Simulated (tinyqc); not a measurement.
Inside a calculation. Method: UHF in the sto-3g basis, for LiH+, spin multiplicity 2. One step of it, computed by the program tinyqc.

Question. Iteration 3: DIIS coefficients. Solve [B -1; -1 0][c; lambda] = [0; -1] for the coefficients, which sum to one.

B (overlaps of the stored error matrices):
```
               1              2
1  1.1093386e-02  4.4712828e-03
2  4.4712828e-03  1.8414135e-03
```

Give: DIIS coefficients.

Answer.

DIIS coefficients: -0.6587  1.6587
